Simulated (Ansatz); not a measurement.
**Si2H4S: taking an electron away**

Aim: the vertical ionisation energy of Si2H4S, as cation minus neutral at the neutral's geometry, on several levels, and how well −ε(HOMO) stands in for it.

The runs use Ansatz 0.2.0, Gaussian basis; unrestricted cation, the program's frozen cores in correlated methods.

Plan: UKS PBE-D4/def2-TZVPP; UKS r2SCAN-D4/def2-TZVPP; UKS PBE0-D4/def2-TZVPP; UKS B3LYP-D4/def2-TZVPP; UKS wB97X-V/def2-TZVPP; UKS wB97M-V/def2-TZVPP; UKS B2PLYP/def2-TZVPP; UHF-CCSD(T)/def2-TZVPP; UHF-MP2/def2-QZVPP; extrapolation to the limit; then −ε(HOMO) from the neutral's earlier runs with LDA (SPW92), PBE-D4, revPBE-D4, BLYP-D4, r2SCAN-D4, B97M-V, PBE0-D4, B3LYP-D4, r2SCANh-D4, r2SCAN0-D4, HSE06-D4, BHLYP-D4, CAM-B3LYP-D4, LC-ωPBE, ωB97X-V, ωB97M-V.

**1. The relaxed structure**

An earlier PBE0-D4 in a triple-zeta def2 set relaxation fixed the geometry.

SMILES `[SiH2]1[SiH2]S1`, 7 atoms, charge 0, spin multiplicity 1.

Atoms are counted from 1 here; the program's logs count them from 0.

Bond lengths: Si1–Si2 2.244 Å, Si1–S3 2.151 Å, Si1–H4 1.482 Å, Si1–H5 1.482 Å, Si2–S3 2.151 Å, Si2–H6 1.482 Å, Si2–H7 1.482 Å. Angles: Si2–Si1–S3 58.6°, Si2–Si1–H4 122.3°, Si2–Si1–H5 122.3°, S3–Si1–H4 115.1°, S3–Si1–H5 115.1°, H4–Si1–H5 111.8°, Si1–Si2–S3 58.6°, Si1–Si2–H6 122.3°, Si1–Si2–H7 122.3°, S3–Si2–H6 115.1°, S3–Si2–H7 115.1°, H6–Si2–H7 111.8°, Si1–S3–Si2 62.9°.

Coordinates:

```xyz
7

Si   -0.8813   -0.1997   -0.6729
Si    0.8312    0.4039    0.6452
S     0.5053   -1.6517    0.1003
H    -2.2676   -0.3198   -0.1638
H    -0.8497   -0.0199   -2.1433
H     0.6527    0.7096    2.0841
H     2.0707    1.0095    0.1046
```

**2. Cation, UKS PBE-D4/def2-TZVPP**

The input, in.yaml:

```yaml
crystal:
  periodic: [false, false, false]
  atoms:
    - {symbol: Si, position_ang: [-0.881303, -0.199717, -0.672903]}
    - {symbol: Si, position_ang: [0.831158, 0.403936, 0.645243]}
    - {symbol: S, position_ang: [0.505252, -1.651660, 0.100342]}
    - {symbol: H, position_ang: [-2.267638, -0.319827, -0.163836]}
    - {symbol: H, position_ang: [-0.849711, -0.019941, -2.143337]}
    - {symbol: H, position_ang: [0.652724, 0.709600, 2.084071]}
    - {symbol: H, position_ang: [2.070717, 1.009508, 0.104620]}
basis:
  gaussian: {orbitals: def2-TZVPP}
total_charge: 1
magnetization: {spin_polarized: true, initial_magnetization: 1}
hamiltonian: {xc: pbe, dispersion: d4}
```

Run with:

```console
$ ansatz run in.yaml --threads 2 --pin off --events-out ev --progress --plain --max-ram 4352MiB
```

Log:

```text
Functional definition: PBE
  name "PBE"
  cite "Perdew, Burke & Ernzerhof, Phys. Rev. Lett. 77, 3865 (1996) doi:10.1103/PhysRevLett.77.3865"
  parent pbe
  parameter kappa = 0.804
  parameter beta = 0.06672455060314922
  exchange = pbe_x(kappa = kappa, mu = beta*pi^2/3)
  correlation = pbe_c(beta = beta)
1096 factors; their error is unknown
mean field evaluation 1: about -26631.6270 eV, gradient 2.5e1 eV
mean field evaluation 2: about -26627.6666 eV, gradient 3.6e1 eV
mean field evaluation 4: about -26634.1332 eV, gradient 1.2e1 eV
mean field evaluation 8: about -26635.1062 eV, gradient 3.1e-1 eV
mean field evaluation 16: about -26635.0750 eV, gradient 2.6e-3 eV
mean field evaluation 32: about -26635.0806 eV, gradient 9.0e-6 eV
mean field -26635.08056745 eV, -978.8211569477 hartree, gradient 9.0e-6 eV, S^2 0.753760; 4 other end points of the search recorded, 0 dependent functions left out
reference -26635.08061178 eV, -978.8211585768 hartree; 24, 23 occupied and 158, 159 virtual orbitals, 1096 factors
Total energy: -26635.23442705 eV, -978.8268111836 hartree
```

Wall time 8 s (2 threads of Intel Xeon 6975P-C, shared host); peak memory 0.44 GiB.

Less the neutral's -26644.4841 eV (earlier run), this gives 9.250 eV. ⟨S²⟩ = 0.754.

**3. Cation, UKS r2SCAN-D4/def2-TZVPP**

in.yaml, as its differences from that of step 2:

```diff
@@ -14,2 +14,2 @@
 magnetization: {spin_polarized: true, initial_magnetization: 1}
-hamiltonian: {xc: pbe, dispersion: d4}
+hamiltonian: {xc: r2scan, dispersion: d4}
```

The command is unchanged.

Log, cut to the lines that bear on the results:

```text
Functional definition: r2SCAN
  name "r2SCAN"
  cite "Furness, Kaplan, Ning, Perdew & Sun, J. Phys. Chem. Lett. 11, 8208 (2020) doi:10.1021/acs.jpclett.0c02405"
  cite "Furness, Kaplan, Ning, Perdew & Sun, J. Phys. Chem. Lett. 11, 9248 (2020) doi:10.1021/acs.jpclett.0c03077"
  parent r2scan
[...]
1096 factors; their error is unknown
[...]
mean field -26645.77959776 eV, -979.2143390597 hartree, gradient 8.7e-6 eV, S^2 0.757441; 3 other end points of the search recorded, 0 dependent functions left out
reference -26645.77961293 eV, -979.2143396172 hartree; 24, 23 occupied and 158, 159 virtual orbitals, 1096 factors
Total energy: -26645.81187971 eV, -979.2155253995 hartree
```

Wall time 7 s (2 threads of Intel Xeon 6975P-C, shared host); peak memory 0.44 GiB.

Less the neutral's -26655.0975 eV (earlier run), this gives 9.286 eV. ⟨S²⟩ = 0.757.

**4. Cation, UKS PBE0-D4/def2-TZVPP**

in.yaml, as its differences from that of step 3:

```diff
@@ -14,2 +14,2 @@
 magnetization: {spin_polarized: true, initial_magnetization: 1}
-hamiltonian: {xc: r2scan, dispersion: d4}
+hamiltonian: {xc: pbe0, dispersion: d4}
```

Same command.

Log:

```text
Functional definition: PBE0
  name "PBE0"
  cite "Adamo & Barone, J. Chem. Phys. 110, 6158 (1999) doi:10.1063/1.478522"
  cite "Perdew, Burke & Ernzerhof, Phys. Rev. Lett. 77, 3865 (1996) doi:10.1103/PhysRevLett.77.3865"
  parent pbe
  parameter a = 0.25
  parameter kappa = 0.804
  parameter beta = 0.06672455060314922
  exchange = (1 - a)*pbe_x(kappa = kappa, mu = beta*pi^2/3) + a*exact_x
  correlation = pbe_c(beta = beta)
1133 factors; their error is unknown
mean field evaluation 1: about -26635.4083 eV, gradient 2.0e1 eV
mean field evaluation 2: about -26635.5252 eV, gradient 2.0e1 eV
mean field evaluation 4: about -26637.4180 eV, gradient 2.3e0 eV
mean field evaluation 8: about -26637.4505 eV, gradient 7.1e-2 eV
mean field evaluation 16: about -26637.4904 eV, gradient 1.7e-4 eV
mean field evaluation 32: about -26637.4306 eV, gradient 3.9e-1 eV
mean field -26637.49038592 eV, -978.9097161431 hartree, gradient 5.6e-6 eV, S^2 0.756078; 2 other end points of the search recorded, 0 dependent functions left out
reference -26637.49041914 eV, -978.9097173640 hartree; 24, 23 occupied and 158, 159 virtual orbitals, 1133 factors
Total energy: -26637.61993164 eV, -978.9144768604 hartree
```

Wall time 7.5 s (2 threads of Intel Xeon 6975P-C, shared host); peak memory 0.72 GiB.

Less the neutral's -26646.9474 eV (earlier run), this gives 9.327 eV. ⟨S²⟩ = 0.756.

**5. Cation, UKS B3LYP-D4/def2-TZVPP**

in.yaml, as its differences from that of step 4:

```diff
@@ -14,2 +14,2 @@
 magnetization: {spin_polarized: true, initial_magnetization: 1}
-hamiltonian: {xc: pbe0, dispersion: d4}
+hamiltonian: {xc: {name: B3LYP}, dispersion: d4}
```

Launched as before.

Log, cut to the lines that bear on the results:

```text
Functional definition: B3LYP
  name "B3LYP"
  cite "Stephens, Devlin, Chabalowski & Frisch, J. Phys. Chem. 98, 11623 (1994) doi:10.1021/j100096a001"
  cite "Becke, Phys. Rev. A 38, 3098 (1988) doi:10.1103/PhysRevA.38.3098"
  cite "Lee, Yang & Parr, Phys. Rev. B 37, 785 (1988) doi:10.1103/PhysRevB.37.785"
  cite "Vosko, Wilk & Nusair, Can. J. Phys. 58, 1200 (1980) doi:10.1139/p80-159"
[...]
1114 factors; their error is unknown
[...]
mean field -26649.49317541 eV, -979.3508105211 hartree, gradient 1.5e-6 eV, S^2 0.754366; 3 other end points of the search recorded, 0 dependent functions left out
reference -26649.49344768 eV, -979.3508205268 hartree; 24, 23 occupied and 158, 159 virtual orbitals, 1114 factors
Total energy: -26649.74795709 eV, -979.3601735750 hartree
```

It took 13 s on 2 threads of Intel Xeon 6975P-C, shared host; peak memory 0.72 GiB.

Less the neutral's -26659.1040 eV (earlier run), this gives 9.356 eV. ⟨S²⟩ = 0.754.

**6. Cation, UKS wB97X-V/def2-TZVPP**

in.yaml, as its differences from that of step 5:

```diff
@@ -14,2 +14,2 @@
 magnetization: {spin_polarized: true, initial_magnetization: 1}
-hamiltonian: {xc: {name: B3LYP}, dispersion: d4}
+hamiltonian: {xc: {name: wB97X-V}}
```

Launched as before.

Log, cut to the lines that bear on the results:

```text
Functional definition: wB97X-V
  name "wB97X-V"
  cite "Mardirossian & Head-Gordon, Phys. Chem. Chem. Phys. 16, 9904 (2014) doi:10.1039/C3CP54374A"
  cite "Becke, J. Chem. Phys. 107, 8554 (1997) doi:10.1063/1.475007"
  cite "Vydrov & Van Voorhis, J. Chem. Phys. 133, 244103 (2010) doi:10.1063/1.3521275"
[...]
      + integral(e_c_pw_opposite_spin*poly(b97_u_opposite, cos0, cos1)) + vv10(b, c)
1109 factors; their error is unknown
231 factors; integrals over basis functions are off by at most 9.9e-6 eV
[...]
mean field -26643.65575255 eV, -979.1362891878 hartree, gradient 4.9e-6 eV, S^2 0.756441; 2 other end points of the search recorded, 0 dependent functions left out
reference -26643.65575066 eV, -979.1362891181 hartree; 24, 23 occupied and 158, 159 virtual orbitals, 1109 factors
Total energy: -26643.65575066 eV, -979.1362891181 hartree
```

Wall time 18 s (2 threads of Intel Xeon 6975P-C, shared host); peak memory 0.89 GiB.

The neutral molecule at this level: -26653.0391 eV. Difference: 9.383 eV. ⟨S²⟩ = 0.756.

**7. Cation, UKS wB97M-V/def2-TZVPP**

in.yaml, as its differences from that of step 6:

```diff
@@ -14,2 +14,2 @@
 magnetization: {spin_polarized: true, initial_magnetization: 1}
-hamiltonian: {xc: {name: wB97X-V}}
+hamiltonian: {xc: {name: wB97M-V}}
```

The command is unchanged.

Log, cut to the lines that bear on the results:

```text
Functional definition: wB97M-V
  name "wB97M-V"
  cite "Mardirossian & Head-Gordon, J. Chem. Phys. 144, 214110 (2016) doi:10.1063/1.4952647"
  cite "Becke, J. Chem. Phys. 107, 8554 (1997) doi:10.1063/1.475007"
  cite "Vydrov & Van Voorhis, J. Chem. Phys. 133, 244103 (2010) doi:10.1063/1.3521275"
  # Of w^i u^j: cxij and so on, Table III.
[...]
  gx(w, u) = 1 - cx + cx01*u + cx10*w
  gss(w, u) = css00 + css04*u^4 + css10*w + css20*w^2 + css43*w^4*u^3
  gos(w, u) = cos00 + cos10*w + (cos20 + cos21*u)*w^2 + (cos60 + cos61*u)*w^6
[...]
      + integral(e_c_pw_mod_opposite_spin*gos(b97_w_opposite, b97_u_opposite)) + vv10(b, c)
1109 factors; their error is unknown
231 factors; integrals over basis functions are off by at most 9.9e-6 eV
[...]
mean field -26645.81376732 eV, -979.2155947678 hartree, gradient 6.1e-6 eV, S^2 0.753269; 2 other end points of the search recorded, 0 dependent functions left out
reference -26645.81381726 eV, -979.2155966030 hartree; 24, 23 occupied and 158, 159 virtual orbitals, 1109 factors
Total energy: -26645.81381726 eV, -979.2155966030 hartree
```

It took 19 s on 2 threads of Intel Xeon 6975P-C, shared host; peak memory 0.93 GiB.

The neutral molecule at this level: -26655.1945 eV. Difference: 9.381 eV. ⟨S²⟩ = 0.753.

**8. Cation, UKS B2PLYP (frozen core)/def2-TZVPP**

in.yaml, as its differences from that of step 7:

```diff
@@ -14,2 +14,2 @@
 magnetization: {spin_polarized: true, initial_magnetization: 1}
-hamiltonian: {xc: {name: wB97M-V}}
+hamiltonian: {xc: {name: B2PLYP}}
```

Same command.

Log, cut to the lines that bear on the results:

```text
Functional definition: B2PLYP
  name "B2PLYP"
  cite "Grimme, J. Chem. Phys. 124, 034108 (2006) doi:10.1063/1.2148954"
  cite "Becke, Phys. Rev. A 38, 3098 (1988) doi:10.1103/PhysRevA.38.3098"
  cite "Lee, Yang & Parr, Phys. Rev. B 37, 785 (1988) doi:10.1103/PhysRevB.37.785"
[...]
1033 factors; integrals over basis functions are off by at most 1.1e-3 eV
[...]
mean field -26634.21689744 eV, -978.7894176603 hartree, gradient 5.1e-6 eV, S^2 0.760520; 2 other end points of the search recorded, 0 dependent functions left out
15 core orbitals not correlated: weight in the atoms' cores, before any rotation towards them, 1.000 or more for the frozen orbitals, at most 0.000 for the correlated occupied ones
reference -26634.21706966 eV, -978.7894239893 hartree; 9, 8 occupied and 158, 159 virtual orbitals, 1033 factors
second order -13.08407976 eV of doubles, -0.00000000 eV of singles
Total energy: -26637.74977120 eV, -978.9192483761 hartree
```

Run time: 8 s. Hardware: 2 threads of Intel Xeon 6975P-C, shared host; peak memory 0.52 GiB.

Less the neutral's -26647.0210 eV (earlier run), this gives 9.271 eV. ⟨S²⟩ = 0.761.

**9. Cation, UHF-CCSD(T)/def2-TZVPP**

in.yaml, as its differences from that of step 8:

```diff
@@ -14,2 +14,3 @@
 magnetization: {spin_polarized: true, initial_magnetization: 1}
-hamiltonian: {xc: {name: B2PLYP}}
+correlation: {method: ccsd_t}
+scf: {omitted_lower_state_checks: [cluster_reference]}
```

Same command.

Log, cut to the lines that bear on the results:

```text
Functional definition: HF
  name "HF"
  cite "Fock, Z. Phys. 61, 126 (1930) doi:10.1007/BF01340294"
  parent pbe
[...]
1033 factors; integrals over basis functions are off by at most 1.1e-3 eV
[...]
mean field -26598.22828606 eV, -977.4668605860 hartree, gradient 2.3e-6 eV, S^2 0.775439; 4 other end points of the search recorded, 0 dependent functions left out
15 core orbitals not correlated: weight in the atoms' cores, before any rotation towards them, 1.000 or more for the frozen orbitals, at most 0.000 for the correlated occupied ones
reference -26598.22828606 eV, -977.4668605860 hartree; 9, 8 occupied and 158, 159 virtual orbitals, 1033 factors
second order -10.41367238 eV of doubles, -0.00000000 eV of singles
cycle   1  -11.26830903 eV  change   -8.5e-1 eV  update   9.1e-2
[...]
cycle  11  -11.74425247 eV  change   -7.0e-6 eV  update   1.1e-5
perturbative correction -0.54828264 eV, -0.0201490152 hartree
Total energy: -26610.52082116 eV, -977.9186029189 hartree
Checks for a lower state left out: cluster_reference
```

Run time: 90 s. Hardware: 2 threads of Intel Xeon 6975P-C, shared host; peak memory 1.6 GiB.

Less the neutral's -26619.8482 eV (earlier run), this gives 9.327 eV. ⟨S²⟩ = 0.775. T1 = 0.017 (report).

**10. Cation, UHF-MP2/def2-QZVPP**

in.yaml, as its differences from that of step 9:

```diff
@@ -11,6 +11,6 @@
 basis:
-  gaussian: {orbitals: def2-TZVPP}
+  gaussian: {orbitals: "def2-QZVPP.json"}
 total_charge: 1
 magnetization: {spin_polarized: true, initial_magnetization: 1}
-correlation: {method: ccsd_t}
+correlation: {method: mp2}
 scf: {omitted_lower_state_checks: [cluster_reference]}
```

Same command.

Log, cut to the lines that bear on the results:

```text
Functional definition: HF
  name "HF"
  cite "Fock, Z. Phys. 61, 126 (1930) doi:10.1007/BF01340294"
  parent pbe
[...]
1932 factors; integrals over basis functions are off by at most 9.3e-4 eV
[...]
mean field -26599.02280072 eV, -977.4960584612 hartree, gradient 2.8e-6 eV, S^2 0.776213; 5 other end points of the search recorded, 0 dependent functions left out
15 core orbitals not correlated: weight in the atoms' cores, before any rotation towards them, 1.000 or more for the frozen orbitals, at most 0.000 for the correlated occupied ones
reference -26599.02280072 eV, -977.4960584612 hartree; 9, 8 occupied and 306, 307 virtual orbitals, 1932 factors
second order -11.26350279 eV of doubles, -0.00000000 eV of singles
Total energy: -26610.28630351 eV, -977.9099845541 hartree
Checks for a lower state left out: cluster_reference
```

It took 26 s on 2 threads of Intel Xeon 6975P-C, shared host; peak memory 1.3 GiB.

Less the neutral's -26619.7105 eV (earlier run), this gives 9.424 eV. ⟨S²⟩ = 0.776.

**11. Extrapolating to the complete basis**

This step is arithmetic on the last runs, with X = 3 and 4: exp(−7.88√X) for Hartree-Fock, X^−2.97 for correlation; only MP2 was run in the larger set, so CCSD(T) minus MP2 is added from the smaller one.

```tsv
level	energy at the limit (eV)
HF	-26599.1322
MP2	-26611.0252
CCSD	-26612.3558
CCSD(T)	-26612.9041
```

The neutral's limit, from its own earlier runs, is -26622.3773 eV in the additive form (MP2 limit plus CCSD(T) minus MP2 in triple zeta), in which the cation has -26612.9041 eV.

**12. The ladder**

Differences are taken before rounding.

```tsv
method	ionisation energy (eV)	from CCSD(T)/CBS (eV)	time
PBE-D4	9.25	-0.22	9.2 s
r2SCAN-D4	9.29	-0.19	9 s
PBE0-D4	9.33	-0.15	9 s
B3LYP-D4	9.36	-0.12	15 s
ωB97X-V	9.38	-0.09	22 s
ωB97M-V	9.38	-0.09	24 s
B2PLYP	9.27	-0.20	10 s
HF/def2-TZVPP	8.46	-1.02	
MP2/def2-TZVPP	9.34	-0.13	
CCSD/def2-TZVPP	9.28	-0.19	
CCSD(T)/def2-TZVPP	9.33	-0.15	99 s
CCSD(T)/CBS	9.47	0	2.2 min
```

Among the levels timed on like hardware and quicker than the yardstick, those that no quicker one beats, quickest first: PBE0-D4 (9 s, -0.15 eV); B3LYP-D4 (15 s, -0.12 eV); ωB97X-V (22 s, -0.09 eV).

Times add the cation's run and the neutral's; HF, MP2 and CCSD come out of the CCSD(T) runs.

For comparison, −ε(HOMO) of the neutral from earlier runs:

```tsv
functional	−ε(HOMO) (eV)	by energy difference (eV)
LDA (SPW92)	6.41	
PBE-D4	6.31	9.25
revPBE-D4	6.27	
BLYP-D4	6.13	
r2SCAN-D4	6.53	9.29
B97M-V	6.58	
PBE0-D4	7.31	9.33
B3LYP-D4	7.10	9.36
r2SCANh-D4	6.90	
r2SCAN0-D4	7.45	
HSE06-D4	6.92	
BHLYP-D4	8.17	
CAM-B3LYP-D4	8.49	
LC-ωPBE	9.78	
ωB97X-V	9.46	9.38
ωB97M-V	9.26	9.38
```

**13. Summary of results**

```
                        quantity               value
  ionisation energy, CCSD(T)/CBS             9.47 eV
nearest functional by difference  ωB97X-V (-0.09 eV)
                nearest −ε(HOMO)  ωB97X-V (-0.01 eV)
                 −ε(HOMO) of PBE             6.31 eV
                T1 of the cation               0.017
```

By cation minus neutral, the functionals miss by 0.22 eV at most. The PBE orbital energy is 3.2 eV too small: a semilocal HOMO is no ionisation energy. Among orbital estimates ωB97X-V comes nearest. Hartree-Fock falls 1.02 eV short, as the neutral has more correlation energy than the cation. The cation may have settled in a state other than its lowest; no search over hole states beyond the program's own was made.

For cost: ωB97X-V gets within 0.09 eV in 22 s, where CCSD(T)/CBS took 2.2 min; the quickest level in the cost chart, PBE0-D4, takes 9 s and misses by 0.15 eV.
